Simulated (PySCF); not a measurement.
Compound: C3H5O (charge +1).
Bonds: C1–C2, C2–C3, C3–O4 (triple). Hydrogens: H5, H6, H7 on C1; H8, H9 on C2.

A GFN2-xTB structure was refined with PySCF 2.14.0, PBE0-D3(BJ)/def2-SVP geometry optimisation, gas phase. Its GFN2-xTB values:

```
coordinate  GFN2-xTB
     C1–C2   1.555 Å
     C1–H5   1.086 Å
     C2–C3   1.381 Å
     C2–H8   1.101 Å
     C3≡O4   1.116 Å
  C1–C2–C3    109.9°
  C1–C2–H8    110.0°
  C2–C1–H5    111.3°
  C2–C1–H7    107.8°
  C2–C3–O4    176.2°
  C3–C2–H8    109.8°
  H5–C1–H6    109.3°
  H8–C2–H9    107.3°
```

Task: How do these coordinates change at the PBE0-D3(BJ)/def2-SVP level?

Result: 
| coordinate | PBE0-D3(BJ)/def2-SVP (Å or °) | change |
| --- | --- | --- |
| C2–C3 | 1.426 | +0.045 |
| C1–C2 | 1.543 | -0.012 |
| C1–H5 | 1.097 | +0.011 |
| C2–H8 | 1.109 | +0.008 |
| C3≡O4 | 1.117 | +0.001 |
| C3–C2–H8 | 105.3 | -4.5 |
| C1–C2–C3 | 113.0 | +3.1 |
| C1–C2–H8 | 113.0 | +3.0 |
| C2–C3–O4 | 178.7 | +2.5 |
| C2–C1–H7 | 106.6 | -1.2 |
| H5–C1–H6 | 110.0 | +0.7 |
| H8–C2–H9 | 107.0 | -0.3 |
| C2–C1–H5 | 111.3 | 0.0 |

The energy falls by 6.9 kJ/mol over 4 energy and gradient evaluations, the largest force component goes from 0.0359 to 1.5e-04 Eh/bohr, and the atoms move by 0.058 Å rms after alignment. The bond that changes most is C2–C3 (ends: chain CH2 carbon; triply bonded carbon), which lengthens by 0.045 Å. Bonds longer at the end by more than 0.005 Å: 6 of 8; shorter: 1. Rotational constants go from 26112, 4884, 4338 to 27796, 4581, 4141 MHz.

The run used 81 basis functions and 26 SCF cycles in all. On one thread, Arm Neoverse V1, on a shared host, this took 6.9 s.

No frequency check.
